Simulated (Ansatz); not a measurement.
**Palladium, fcc under PBE: how the k-point mesh moves the result**

How fine must the k-point mesh be for energy and pressure to settle? The geometry was relaxed under PBE beforehand and stays fixed; 8 values are run, from 2×2×2 to 20×20×20. Wanted are the values from which on the energy stays within 10 and 1 meV/atom, and the pressure within 0.5 GPa, of the last run. Within the series other settings stay, but some runs also write fields, which adds to their time. Spin polarisation is left out.

Program: Ansatz 0.2.0. Level of theory: DFT PBE, plane waves with PAW, scalar-relativistic. These are calculated values, not measurements.

### Step 1. The starting structure

The structure is cubic, space group Fm-3m (No. 225). Conventional cell: a = 3.947 Å, b = 3.947 Å, c = 3.947 Å, α = 90.00°, β = 90.00°, γ = 90.00°. Around Pd (site symmetry m-3m) lie 12 Pd at 2.79 Å.

Structure file:

```cif
data_structure
_symmetry_space_group_name_H-M 'Fm-3m'
_symmetry_Int_Tables_number 225
_cell_length_a 3.9469
_cell_length_b 3.9469
_cell_length_c 3.9469
_cell_angle_alpha 90.000
_cell_angle_beta 90.000
_cell_angle_gamma 90.000
_cell_volume 61.49
loop_
_atom_site_label
_atom_site_type_symbol
_atom_site_symmetry_multiplicity
_atom_site_Wyckoff_symbol
_atom_site_fract_x
_atom_site_fract_y
_atom_site_fract_z
_atom_site_occupancy
Pd1 Pd 4 a 0.00000 0.00000 0.00000 1
```

### Step 2. k-mesh 2×2×2

The run at 2×2×2.

input.yaml reads:

```yaml
crystal:
  lattice:
    - [0.0, 1.9734737307, 1.9734737307]
    - [1.9734737307, 0.0, 1.9734737307]
    - [1.9734737307, 1.9734737307, 0.0]
  atoms:
    - { symbol: Pd, position: [0.0, 0.0, 0.0] }
hamiltonian:
  xc: pbe
  pseudopotentials:
    kind: paw
    azcp:
      Pd: "pseudopotentials/Pd.paw.azcp"
basis:
  ecutwfc: 420
  fft_grid_basis: typed
kpoints:
  mp_grid: { grid: [2, 2, 2], shift: [0, 0, 0] }
magnetization:
  spin_polarized: false
scf:
  occupations: { method: fermi_dirac, width: 0.1 }
  lower_state_search: "off"
output:
  stress: true
```

On the command line:

```console
> ansatz run input.yaml --threads 1 --pin off --max-ram 3584MiB --backend cpu --events-out ev --progress --plain --runs-dir out
```

### Step 3. k-mesh 4×4×4

The run at 4×4×4.

Edit input.yaml of step 2 so:

```diff
@@ -17,3 +17,3 @@
 kpoints:
-  mp_grid: { grid: [2, 2, 2], shift: [0, 0, 0] }
+  mp_grid: { grid: [4, 4, 4], shift: [0, 0, 0] }
 magnetization:
@@ -25 +25,5 @@
   stress: true
+  write_density: true
+  write_potential: true
+  elf: true
+  volumetric_format: npy
```

### Step 4. k-mesh 5×5×5

The run at 5×5×5.

Edit input.yaml of step 3 so:

```diff
@@ -17,3 +17,3 @@
 kpoints:
-  mp_grid: { grid: [4, 4, 4], shift: [0, 0, 0] }
+  mp_grid: { grid: [5, 5, 5], shift: [0, 0, 0] }
 magnetization:
@@ -25,5 +25 @@
   stress: true
-  write_density: true
-  write_potential: true
-  elf: true
-  volumetric_format: npy
```

### Step 5. k-mesh 7×7×7

The run at 7×7×7.

Edit input.yaml of step 4 so:

```diff
@@ -17,3 +17,3 @@
 kpoints:
-  mp_grid: { grid: [5, 5, 5], shift: [0, 0, 0] }
+  mp_grid: { grid: [7, 7, 7], shift: [0, 0, 0] }
 magnetization:
```

### Step 6. k-mesh 8×8×8

The run at 8×8×8.

Edit input.yaml of step 5 so:

```diff
@@ -17,3 +17,3 @@
 kpoints:
-  mp_grid: { grid: [7, 7, 7], shift: [0, 0, 0] }
+  mp_grid: { grid: [8, 8, 8], shift: [0, 0, 0] }
 magnetization:
@@ -25 +25,5 @@
   stress: true
+  write_density: true
+  write_potential: true
+  elf: true
+  volumetric_format: npy
```

### Step 7. k-mesh 11×11×11

The run at 11×11×11.

Edit input.yaml of step 6 so:

```diff
@@ -17,3 +17,3 @@
 kpoints:
-  mp_grid: { grid: [8, 8, 8], shift: [0, 0, 0] }
+  mp_grid: { grid: [11, 11, 11], shift: [0, 0, 0] }
 magnetization:
@@ -25,5 +25 @@
   stress: true
-  write_density: true
-  write_potential: true
-  elf: true
-  volumetric_format: npy
```

### Step 8. k-mesh 15×15×15

The run at 15×15×15.

Edit input.yaml of step 7 so:

```diff
@@ -17,3 +17,3 @@
 kpoints:
-  mp_grid: { grid: [11, 11, 11], shift: [0, 0, 0] }
+  mp_grid: { grid: [15, 15, 15], shift: [0, 0, 0] }
 magnetization:
@@ -25 +25,5 @@
   stress: true
+  write_density: true
+  write_potential: true
+  elf: true
+  volumetric_format: npy
```

### Step 9. k-mesh 20×20×20

The run at 20×20×20.

Edit input.yaml of step 8 so:

```diff
@@ -17,3 +17,3 @@
 kpoints:
-  mp_grid: { grid: [15, 15, 15], shift: [0, 0, 0] }
+  mp_grid: { grid: [20, 20, 20], shift: [0, 0, 0] }
 magnetization:
```

(Steps that only read results are left out.)

What does the calculation give? Wanted: pressure at 20×20×20.

The runs gave:

```
                                           quantity                        value
      E(σ → 0) stays within 10 meV/atom of 20×20×20             from 15×15×15 on
                   E(σ → 0) stays within 1 meV/atom  not reached before 20×20×20
                      pressure stays within 0.5 GPa             from 11×11×11 on
                               pressure at 20×20×20                    -0.20 GPa
                    CPU time, dearest over cheapest                           10
energy of a separate run on a finer mesh (22×22×22)  +0.5 meV/atom from 20×20×20
```

At 2×2×2 the energy differs by +3112 meV/atom and the pressure by +55.3 GPa. The error changes sign along the series: k-point sums are not variational. The energy has not settled to 1 meV/atom before the last mesh. A Fermi surface needs many points. A run on a finer mesh agrees with the yardstick to 1 meV/atom. The cell taken over is 4 % larger than the measured one (14.71 Å³/atom, COD).
